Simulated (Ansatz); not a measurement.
`CCC(=S)S` at its PBE0-D4/def2-TZVP geometry, where that method's forces vanish. Charge 0, multiplicity 1.

```json
{"atom": "C1", "x (Å)": "-1.247", "y (Å)": "-0.723", "z (Å)": "-0.593"}
{"atom": "C2", "x (Å)": "-0.006", "y (Å)": "-0.565", "z (Å)": "0.259"}
{"atom": "C3", "x (Å)": "0.682", "y (Å)": "0.772", "z (Å)": "0.169"}
{"atom": "S4", "x (Å)": "0.136", "y (Å)": "2.047", "z (Å)": "-0.672"}
{"atom": "S5", "x (Å)": "2.155", "y (Å)": "0.778", "z (Å)": "1.103"}
{"atom": "H6", "x (Å)": "-1.666", "y (Å)": "-1.721", "z (Å)": "-0.454"}
{"atom": "H7", "x (Å)": "-1.017", "y (Å)": "-0.587", "z (Å)": "-1.651"}
{"atom": "H8", "x (Å)": "-2.005", "y (Å)": "0.014", "z (Å)": "-0.326"}
{"atom": "H9", "x (Å)": "-0.245", "y (Å)": "-0.731", "z (Å)": "1.317"}
{"atom": "H10", "x (Å)": "0.733", "y (Å)": "-1.336", "z (Å)": "0.009"}
{"atom": "H11", "x (Å)": "2.480", "y (Å)": "2.054", "z (Å)": "0.839"}
```

Q: For each bond, give half the difference of the two atoms' forces along it (eV/Å; positive pushes the atoms apart) under PBE-D4, r2SCAN-D4, B3LYP-D4, ωB97M-V in def2-TZVPP. (An estimate is asked.)

A: Ansatz gave: 
| bond | length (Å) | PBE-D4 | r2SCAN-D4 | B3LYP-D4 | ωB97M-V |
| --- | --- | --- | --- | --- | --- |
| C1–C2 | 1.513 | 0.01 | 0.11 | 0.19 | 0.17 |
| C1–H6 | 1.092 | 0.09 | -0.04 | -0.08 | -0.08 |
| C1–H7 | 1.091 | 0.11 | -0.03 | -0.07 | -0.08 |
| C1–H8 | 1.090 | 0.11 | -0.04 | -0.07 | -0.08 |
| C2–C3 | 1.507 | -0.07 | 0.01 | 0.04 | 0.14 |
| C2–H9 | 1.097 | 0.11 | -0.04 | -0.11 | -0.13 |
| C2–H10 | 1.097 | 0.11 | -0.04 | -0.10 | -0.12 |
| C3–S4 | 1.622 | 0.40 | 0.18 | 0.15 | -0.17 |
| C3–S5 | 1.744 | 0.16 | 0.12 | 0.16 | 0.13 |
| S5–H11 | 1.343 | 0.27 | 0.02 | -0.05 | -0.13 |

B3LYP here is the variant with VWN-RPA as its local correlation; programs differ in this.
